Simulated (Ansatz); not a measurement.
For hcp W (model structure), LDA (Ansatz, a quantum-chemistry and plane-wave program, PAW) gives:

| Item | Result |
|---|---|
| lattice constant a | 2.737 Å |
| c axis length | 4.853 Å |

Problem. What does r²SCAN (PAW; Ansatz) give for the same quantities?

Solution. 
- lattice constant a: 2.757 Å (grows by 0.7 %)
- lattice parameter c: 4.953 Å (increases by 2.1 %)

Changes are worked out from the printed values.

Unless a cell is named, each level is at its own relaxed cell (LDA 15.74, r²SCAN 16.30 Å³/atom).

Levels without +SOC leave out spin–orbit coupling, which shifts energies and cells of such heavy elements.

Ansatz's density-functional and Hartree–Fock values are scalar-relativistic unless marked +SOC, with PAW data made under PBE.

A model structure was made by putting elements into a prototype or built by hand; it is no filed structure, need not be a known phase, and can be a saddle point held by its symmetry.
